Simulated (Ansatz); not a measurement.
# CH5Si, SMILES [CH2][SiH3]: a rigid scan of one bond length

Computed with Ansatz's Python interface.

Run as a notebook:

**Cell 1**
```python
from dataclasses import dataclass

import ansatz
import numpy as np
```

**Cell 2**
```python
@dataclass(frozen=True)
class Options:
    basis: str = "def2-TZVP"
    level: str = "ccsd_t"
```

**Cell 3**
```python
cfg = Options()
```

**Cell 4**
```python
ch5si = (
    ansatz.Crystal.molecule()
    .atom("C", [-0.15, -1.1281, 0.046])
    .atom("Si", [0.1125, 0.6903, -0.0291])
    .atom("H", [-1.2065, -1.4388, 0.3185])
    .atom("H", [0.6662, -1.762, -0.2283])
    .atom("H", [-0.2104, 1.2077, -1.3936])
    .atom("H", [-0.723, 1.4019, 0.977])
    .atom("H", [1.5725, 0.9611, 0.2638])
)
```

**Cell 5**
```python
symbols = [site.symbol for site in ch5si.cartesian_sites]
start = np.array([site.position_ang for site in ch5si.cartesian_sites])
axis = (start[6] - start[1]) / np.linalg.norm(start[6] - start[1])
moving = [6]
lengths, energies = [1.332, 1.392, 1.453, 1.514, 1.574, 1.635, 1.695, 1.786], []
for length in lengths:
    xyz = start.copy()
    xyz[moving] += (length - np.linalg.norm(start[6] - start[1])) * axis
    point = ansatz.Crystal.molecule()
    for symbol, place in zip(symbols, xyz):
        point = point.atom(symbol, place.tolist())
    calc = (
        point.calculation()
        .basis(gaussian=cfg.basis)
        .correlation(cfg.level)
        .spin("collinear", total=1)
    )
    report = calc.run().report
    energies.append(report["free_energy_ev"])
    print(f"r = {length:6.3f} A  E = {energies[-1]:.5f} eV  <S^2> = {abs(report['mean_field']['state']['spin_squared']):.3f}")
```
Output:
```text
r =  1.332 A  E = -8979.45200 eV  <S^2> = 0.762
r =  1.392 A  E = -8979.62918 eV  <S^2> = 0.762
r =  1.453 A  E = -8979.70912 eV  <S^2> = 0.762
r =  1.514 A  E = -8979.71132 eV  <S^2> = 0.762
r =  1.574 A  E = -8979.65554 eV  <S^2> = 0.762
r =  1.635 A  E = -8979.55430 eV  <S^2> = 0.762
r =  1.695 A  E = -8979.42210 eV  <S^2> = 0.762
r =  1.786 A  E = -8979.17903 eV  <S^2> = 0.762
```

**Cell 6**
```python
# quartic fit about the minimum
fit = np.polynomial.Polynomial.fit(lengths, np.array(energies) - min(energies), 4).convert()
roots = [r.real for r in fit.deriv().roots() if abs(r.imag) < 1e-9 and fit.deriv(2)(r.real) > 0]
r_e = min(roots, key=lambda r: abs(r - lengths[int(np.argmin(energies))]))
print(f"minimum of the fit at {r_e:.4f} A, force constant {fit.deriv(2)(r_e):.2f} eV/A^2")
```
Output:
```text
minimum of the fit at 1.4848 A, force constant 18.24 eV/A^2
```

Total energies depend on the basis set; only differences at equal settings carry meaning. The rest of the molecule is held rigid at a force-field or estimated start geometry, and the basis set is modest; single-reference methods fail as a bond breaks. The run takes the species as open-shell (spin multiplicity 2), which needn't be its ground state. S² is that of the Hartree-Fock reference. Run time: 2 min on 1 thread of Arm Neoverse V1 (shared host), peak memory 0.66 GiB.
